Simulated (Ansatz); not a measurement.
System: 2H WSe2. Method: r²SCAN+SOC in Ansatz (plane waves, PAW).

Run with plane-wave cutoff 560 eV, 12×12×4 k mesh (along the axes of the cell as run), Fermi–Dirac smearing 0.01 eV, PAW data made under PBE.

Properties against volume:

Shape and atoms are relaxed at each volume.

```json
[
 {"V (Å³/atom)": "20.875", "P (GPa)": "1.10", "direct gap at Γ (eV)": "2.560", "smallest gap on the k mesh (eV)": "1.131", "c (Å)": "13.256"},
 {"V (Å³/atom)": "21.310", "P (GPa)": "0.46", "direct gap at Γ (eV)": "2.592", "smallest gap on the k mesh (eV)": "1.200", "c (Å)": "13.477"},
 {"V (Å³/atom)": "21.744", "P (GPa)": "0.01", "direct gap at Γ (eV)": "2.626", "smallest gap on the k mesh (eV)": "1.267", "c (Å)": "13.709"},
 {"V (Å³/atom)": "22.179", "P (GPa)": "-0.29", "direct gap at Γ (eV)": "2.665", "smallest gap on the k mesh (eV)": "1.313", "c (Å)": "13.956"},
 {"V (Å³/atom)": "22.614", "P (GPa)": "-0.47", "direct gap at Γ (eV)": "2.704", "smallest gap on the k mesh (eV)": "1.332", "c (Å)": "14.210"}
]
```

The fundamental gap (1.24 eV at the equilibrium volume, with added k points) lies elsewhere than Γ–Γ.

Measured, for comparison: band gap 1.2 eV (room temperature, not corrected to a static lattice, bulk 2H; as tabulated in Bastos et al. (2019), arXiv:1903.08112).

Note: for a layered or molecular solid the relaxed cell lies over 5 % above the published volume, where the minimum can be shallow; the cell comes from a level without a dispersion term, which matters for the spacing of layers, chains or molecules; the bulk modulus comes from volumes at which shape and atoms were relaxed.

Ansatz is a first-principles code.
